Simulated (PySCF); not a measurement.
Gas-phase reaction: BH2 + H → BH3

Energies from PySCF, thermal terms from the rigid-rotor harmonic-oscillator model, ideal gas at 1 bar. 'Table' is the NASA 1993 thermochemical table (part measured, part estimated). After a fit of one offset per element over all species, the range-separated, M06-2X, PBE0/def2-QZVP and CCSD(T)/def2-TZVPP enthalpies, where run, lie to one side of the table for BH2 (+121 kJ/mol): a fault of the table's entry, another state or a shared error of the levels is possible; this was not checked at source. S°(298 K) at PBE0/def2-TZVP differs from the NASA 1993 table for BH2 (+14 J/mol/K); whether the harmonic model or the table's entry is off was not settled. † marks an energy on the PBE0/def2-TZVP geometry and frequencies; other levels use their own. MP2 freezes the core. 6-31G* has spherical d functions here. Open shells (unrestricted): BH2 (multiplicity 2), H (multiplicity 2); the rest are closed-shell singlets. B3LYP is the form with VWN-RPA correlation. For this reaction the table lies outside the span of B3LYP, CCSD(T), M06-2X, MP2, PBE0, r2SCAN, ωB97M-V, ωB97X-V in their largest bases here; which side is off was not settled. MP2 isn't extrapolated to the basis-set limit; its ΔH°(298 K) is -411.2 kJ in def2-SVP and -424.5 kJ in def2-TZVPP. The harmonic model lacks anharmonicity and excited electronic states, which grow with temperature; levels with a mode under 35 cm⁻¹ are left out. The table's entry may be an old estimate for BH2, BH3 (not checked at source).

| level | ΔH°(298 K), kJ | minus table | ΔG°(2000 K), kJ |
|---|---|---|---|
| table | -312.1 | - | -64.1 |
| B3LYP/6-31G* | -442.1 | -130.0 | -176.0 |
| HF/def2-TZVP† | -342.7 | -30.6 | -77.2 |
| M06-2X/def2-TZVP† | -434.3 | -122.2 | -168.8 |
| MP2/def2-SVP† | -411.2 | -99.1 | -145.7 |
| PBE/def2-SVP | -419.9 | -107.8 | -155.5 |
| PBE0/def2-QZVP† | -422.8 | -110.7 | -157.3 |
| r2SCAN/def2-TZVP† | -419.8 | -107.7 | -154.3 |
| ωB97M-V/def2-TZVP† | -443.6 | -131.5 | -178.1 |
